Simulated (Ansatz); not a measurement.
**Rutile SnO2**

Computed with PBE+SOC (Ansatz, a program for electronic structure, plane waves, PAW).

Run with plane-wave cutoff 520 eV, 6×6×8 k mesh (along the axes of the cell as run), PAW data made under PBE.

Cell (relaxed at this level):

```
CELL_PARAMETERS angstrom
      4.82746     0.00000     0.00000
      0.00000     4.82746     0.00000
      0.00000     0.00000     3.23757
ATOMIC_POSITIONS crystal
  Sn 0.00000 0.00000 0.00000
  Sn 0.50000 0.50000 0.50000
  O  0.30659 0.30659 0.00000
  O  0.80659 0.19341 0.50000
  O  0.19341 0.80659 0.50000
  O  0.69341 0.69341 0.00000
```

- elastic constant C11: 209 GPa
- elastic constant C12: 140 GPa
- elastic constant C13: 128 GPa
- elastic constant C33: 377 GPa
- elastic constant C44: 84.6 GPa
- elastic constant C66: 177 GPa
- Voigt–Reuss–Hill bulk modulus: 172 GPa
- Voigt–Reuss–Hill shear modulus (Hill average): 84.3 GPa
- Young modulus: 217 GPa
- Poisson ratio: 0.289

Measured, for comparison: elastic constant C11 262 GPa, elastic constant C12 177 GPa, elastic constant C13 156 GPa, elastic constant C33 450 GPa, elastic constant C44 103 GPa, elastic constant C66 207 GPa (temperature not stated, not corrected to a static lattice; as tabulated in Oses et al. (2018), arXiv:1811.08464); Voigt–Reuss–Hill shear modulus 102 GPa (temperature not stated, not corrected to a static lattice, Hill average of measured single-crystal constants; as tabulated in Oses et al. (2018), arXiv:1811.08464). Computed (rounded) less measured: elastic constant C11 -20 %, elastic constant C12 -21 %, elastic constant C13 -18 %, elastic constant C33 -16 %, elastic constant C44 -18 %, elastic constant C66 -14 %, Voigt–Reuss–Hill shear modulus -17 %.

Elastic constants are with the ions relaxed.

Computed values are for the static lattice.
